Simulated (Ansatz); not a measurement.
**C₃H₅Cl: up Jacob's ladder to CCSD(T)**

One table from this session's results is given with a row withheld; the runs are named, their logs left out.

Method: functionals in def2-TZVPP, the program's frozen cores in correlated methods; program: Ansatz 0.2.0, Gaussian basis.

Levels to be run: LDA (SPW92), PBE-D4, revPBE-D4, BLYP-D4, r2SCAN-D4, B97M-V, PBE0-D4, B3LYP-D4, r2SCANh-D4, r2SCAN0-D4, HSE06-D4, BHLYP-D4, CAM-B3LYP-D4, LC-ωPBE, ωB97X-V, ωB97M-V, B2PLYP, PBE-QIDH; CCSD(T)/def2-SVP; CCSD(T)/def2-TZVPP; MP2/def2-QZVPP; extrapolation to the limit; RPA on PBE.

### The relaxed structure

All runs share one geometry, relaxed beforehand with PBE0-D4 in a triple-zeta def2 set.

9 atoms, charge 0, spin multiplicity 1.

Atoms are counted from 1 here; the program's logs count them from 0.

Bond lengths: C1–C2 1.325 Å, C1–H5 1.083 Å, C1–H6 1.085 Å, C2–C3 1.483 Å, C2–H7 1.087 Å, C3–Cl4 1.795 Å, C3–H8 1.089 Å, C3–H9 1.090 Å. Angles: C2–C1–H5 121.5°, C2–C1–H6 121.4°, H5–C1–H6 117.1°, C1–C2–C3 123.4°, C1–C2–H7 120.5°, C3–C2–H7 116.1°, C2–C3–Cl4 111.0°, C2–C3–H8 111.7°, C2–C3–H9 111.8°, Cl4–C3–H8 107.1°, Cl4–C3–H9 105.6°, H8–C3–H9 109.3°.

Coordinates:

```xyz
9
C3H5Cl
C    -0.2867    1.3094   -0.4504
C     0.3803    0.1665   -0.3897
C     0.0908   -0.8964    0.6031
Cl   -0.3832   -2.4245   -0.2105
H    -0.0360    2.0731   -1.1769
H    -1.1081    1.5224    0.2265
H     1.1915   -0.0352   -1.0839
H    -0.7291   -0.6187    1.2638
H     0.9688   -1.1427    1.2011
```

Set-up of the first run:

File in.yaml:

```yaml
crystal:
  periodic: [false, false, false]
  atoms:
    - {symbol: C, position_ang: [-0.286705, 1.309445, -0.450430]}
    - {symbol: C, position_ang: [0.380312, 0.166470, -0.389733]}
    - {symbol: C, position_ang: [0.090801, -0.896395, 0.603085]}
    - {symbol: Cl, position_ang: [-0.383157, -2.424498, -0.210530]}
    - {symbol: H, position_ang: [-0.035957, 2.073064, -1.176926]}
    - {symbol: H, position_ang: [-1.108067, 1.522390, 0.226534]}
    - {symbol: H, position_ang: [1.191514, -0.035224, -1.083907]}
    - {symbol: H, position_ang: [-0.729117, -0.618726, 1.263834]}
    - {symbol: H, position_ang: [0.968776, -1.142726, 1.201070]}
basis:
  gaussian: {orbitals: def2-TZVPP}
hamiltonian: {xc: lda}
output: {orbitals: {seedname: orbitals}}
```

The run is started by

```bash
$ ansatz run in.yaml --threads 2 --pin off --events-out ev --progress --plain --max-ram 4352MiB
```

Steps of the session up to this table: LDA; PBE-D4 (GGA); revPBE-D4 (GGA); BLYP-D4 (GGA); r2SCAN-D4 (meta-GGA); B97M-V (meta-GGA); PBE0-D4 (hybrid); B3LYP-D4 (hybrid); r2SCANh-D4 (hybrid); r2SCAN0-D4 (hybrid); HSE06-D4 (hybrid); BHLYP-D4 (hybrid); CAM-B3LYP-D4 (range-separated); LC-ωPBE (range-separated); ωB97X-V (range-separated); ωB97M-V (range-separated); B2PLYP (double hybrid); PBE-QIDH (double hybrid).

One table of the session follows, with a row left open; its other results are not shown here.

It belongs to the step «Frontier levels by functional». 

```
  functional  HOMO (eV)  gap (eV)
 LDA (SPW92)      -6.91      5.21
      PBE-D4      -6.75      5.28
   revPBE-D4          ?         ?
     BLYP-D4      -6.58      5.25
   r2SCAN-D4      -6.99      5.74
      B97M-V      -7.00      5.84
     PBE0-D4      -7.92      7.50
    B3LYP-D4      -7.68      7.02
  r2SCANh-D4      -7.43      6.56
  r2SCAN0-D4      -8.08      7.78
    HSE06-D4      -7.52      6.71
    BHLYP-D4      -8.90      9.63
CAM-B3LYP-D4      -9.25     10.00
     LC-ωPBE     -10.68     12.61
     ωB97X-V     -10.27     12.12
     ωB97M-V     -10.16     11.88
```

**Question.** Estimate the row for revPBE-D4.

The run gave: HOMO (eV): -6.69; gap (eV): 5.30. In the column «HOMO (eV)» it lies between PBE-D4 (-6.75) and BLYP-D4 (-6.58).
